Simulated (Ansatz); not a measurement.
System: antiferromagnetic (type II) rock-salt MnS. Method: PBE0 (Ansatz, a program for electronic structure, plane waves, PAW).

Numerical settings: plane-wave cutoff 460 eV, 8×8×8 k mesh, Fermi–Dirac smearing 0.01 eV, spin-polarised with opposed moments, scalar-relativistic PAW data made under PBE.

Cell (relaxed at this level):

```yaml
crystal:
  lattice:
    - [5.19674, 2.58889, 2.58889]
    - [2.58889, 5.19674, 2.58889]
    - [2.58889, 2.58889, 5.19674]
  atoms:
    - { symbol: Mn, position: [0.00000, 0.00000, 0.00000], spin: 5.0 }
    - { symbol: Mn, position: [0.50000, 0.50000, 0.50000], spin: -5.0 }
    - { symbol: S, position: [0.25000, 0.25000, 0.25000] }
    - { symbol: S, position: [0.75000, 0.75000, 0.75000] }
```

Question: Estimate the band gap, smallest direct gap on the k points sampled, Γ–Γ gap and magnetic moment (largest site, within a sphere) that the calculation returns.

Answer: 
- band gap: 3.66 eV (on the SCF k mesh) (indirect)
- smallest direct gap on the k points sampled: 4.26 eV
- Γ–Γ gap: 5.58 eV
- magnetic moment (largest site, within a sphere): 4.43 μB

Spins in the cell block are starting values.

Moments are spin moments.

The computed numbers hold no vibrational or temperature effects.
